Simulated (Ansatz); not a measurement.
The first iterations of a band of BClH2 + FH (6 atoms, charge 0, multiplicity 1).

The calculation used Ansatz 0.2.0, RKS B3LYP-D4/def2-SVP.

```json
{
  "movable images": "5",
  "climbing image": "yes",
  "spring": "5.0 eV/Å²",
  "optimiser": "quadratic models (default)",
  "start path": "through a guess of the saddle point",
  "force threshold": "0.03 eV/Å",
  "iteration limit": "60",
  "end points": "relaxed"
}
```

Image 0:

```xyz
6
Properties=species:S:1:pos:R:3
B 0.000 0.133 0.124
Cl -0.011 0.580 1.864
H 1.057 0.183 -0.437
H -1.060 0.113 -0.432
F 0.069 -1.947 0.519
H 0.065 -1.792 1.443
```

Image 6:

```xyz
6
Properties=species:S:1:pos:R:3
B 0.014 -0.341 -0.449
Cl 0.007 0.068 2.556
H 1.063 0.229 -0.615
H -1.070 0.159 -0.611
F 0.057 -1.636 -0.152
H 0.048 -1.207 2.351
```

| iteration | highest image above the first end (eV) | largest band force component (eV/Å) |
| --- | --- | --- |
| 1 | 1.608 | 4.425 |
| 2 | 0.478 | 2.018 |
| 3 | 0.340 | 1.280 |

Q: Does the band converge within its limit, and where does its top end?

A: The forces met the threshold. It ended after 10 iterations with the highest image 0.321 eV above the first end. A vibrational analysis at the climbing image gives one clearly imaginary mode, 892i cm⁻¹: a first-order saddle point. The orbitals stay closed-shell, which can raise the energy where a bond breaks towards radicals; this wasn't checked here.

The run took 32 s on 1 thread of AMD EPYC 9B45 (Zen 5), with other jobs on the host, peak memory 0.13 GiB.
